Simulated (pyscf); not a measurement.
**Four-centre exchange: HO–Si(F)(F)–F (SMILES O[Si](F)(F)F) + HCl (SMILES Cl) → HO–Si(F)(F)–F (SMILES O[Si](F)(F)F) + HCl (SMILES Cl)**

Gas phase, singlet surface, charge 0. Bonds broken: O1–H6, Cl7–H8. Bonds formed: O1–H8, H6–Cl7. Single points on ωB97X-D3(BJ)/def2-SVP structures (PySCF, gas phase).

Transition state (Å):

```xyz
8

O     -0.4788     1.0269    -0.6500
Si    -1.4051     0.0199     0.3177
F     -1.2661    -1.4710    -0.2091
F     -2.9220     0.4796     0.2328
F     -0.8717     0.1534     1.8068
H      0.5681     1.2705    -0.3718
Cl     1.9258     0.7136    -1.3550
H      0.1648     0.6099    -1.4539
```

One imaginary mode, 1625i cm⁻¹; descent along it reached the two sides named.

```tsv
bond	change	reactant side (Å)	saddle	product side
O1–H6	breaks	0.964	1.110	1.967
Cl7–H8	breaks	1.290	1.767	3.8
O1–H8	forms	1.982	1.111	0.964
H6–Cl7	forms	3.9	1.766	1.290
```

Electronic energies relative to the separated reactants (kcal/mol):

| level | barrier | reaction energy | reverse barrier |
|---|---|---|---|
| ωB97X-D3(BJ)/def2-TZVP | 35.6 | 0.0 | 35.6 |
| PBE/def2-TZVP | 28.1 | 0.0 | 28.1 |
| r²SCAN/def2-TZVP | 30.5 | 0.0 | 30.5 |
| B3LYP-D3(BJ)/def2-TZVP | 33.0 | 0.0 | 33.0 |
| PBE0-D3(BJ)/def2-TZVP | 31.4 | 0.0 | 31.4 |
| M06-2X/def2-TZVP | 34.5 | 0.0 | 34.5 |
| ωB97M-D3(BJ)/def2-TZVP | 34.9 | 0.0 | 34.9 |
| HF/def2-TZVP | 51.9 | 0.0 | 51.9 |

With ωB97M-D3(BJ)/def2-TZVP energies and thermal terms (ideal gas, 1 atm, RRHO with modes under 100 cm⁻¹ raised to 100, one conformer, R ln 2 for rigid chiral ones), in kcal/mol:

```csv
T (K),ΔH‡,ΔG‡,ΔH,ΔG
298,33.4,43.9,0.0,0.0
600,33.0,54.7,0.0,0.0
900,33.2,65.6,0.0,0.0
1200,33.6,76.3,0.0,0.0
```

This is the saddle that the search found; another between the same sides may lie lower.
